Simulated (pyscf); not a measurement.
# Four-centre exchange: F–BH–F + H₂ → F–BH–F + H₂

Gas phase, singlet surface, charge 0. Bonds broken: B2–H4, H5–H6. Bonds formed: B2–H5, H4–H6. Single points on ωB97X-D3(BJ)/def2-SVP structures (PySCF, gas phase).

Transition state (Å):

```xyz
6

F      0.1121     1.4609    -0.6641
B      0.4795     0.3842     0.0672
F      1.4799     0.4848     0.9719
H     -0.6113    -0.1447     0.6635
H      0.7264    -0.6546    -0.7597
H     -0.1243    -0.7384    -0.0983
```

One imaginary mode, 1388i cm⁻¹; descent along it reached the two sides named.

| bond | change | reactant side (Å) | saddle | product side |
|---|---|---|---|---|
| B2–H4 | breaks | 1.202 | 1.351 | 3.0 |
| H5–H6 | breaks | 0.760 | 1.081 | 3.2 |
| B2–H5 | forms | 3.0 | 1.351 | 1.202 |
| H4–H6 | forms | 3.1 | 1.082 | 0.760 |

Electronic energies relative to the separated reactants (eV):

```tsv
level	barrier	reaction energy	reverse barrier
ωB97X-D3(BJ)/def2-TZVP	1.83	0.00	1.83
PBE/def2-TZVP	1.50	0.00	1.50
r²SCAN/def2-TZVP	1.61	0.00	1.61
B3LYP-D3(BJ)/def2-TZVP	1.80	0.00	1.80
PBE0-D3(BJ)/def2-TZVP	1.58	0.00	1.58
M06-2X/def2-TZVP	1.91	0.00	1.91
ωB97M-D3(BJ)/def2-TZVP	1.81	0.00	1.81
HF/def2-TZVP	2.50	0.00	2.50
```

With ωB97M-D3(BJ)/def2-TZVP energies and thermal terms (ideal gas, 1 atm, RRHO with modes under 100 cm⁻¹ raised to 100, one conformer, R ln 2 for chiral ones without a mode under 150 cm⁻¹), in eV:

| T (K) | ΔH‡ | ΔG‡ | ΔH | ΔG |
|---|---|---|---|---|
| 298 | 1.91 | 2.29 | 0.00 | 0.00 |
| 600 | 1.85 | 2.71 | 0.00 | 0.00 |
| 900 | 1.83 | 3.14 | 0.00 | 0.00 |
| 1200 | 1.83 | 3.58 | 0.00 | 0.00 |

At the saddle there is also a short B–H contact that neither side keeps. One saddle was located; it need not be the lowest between these sides.
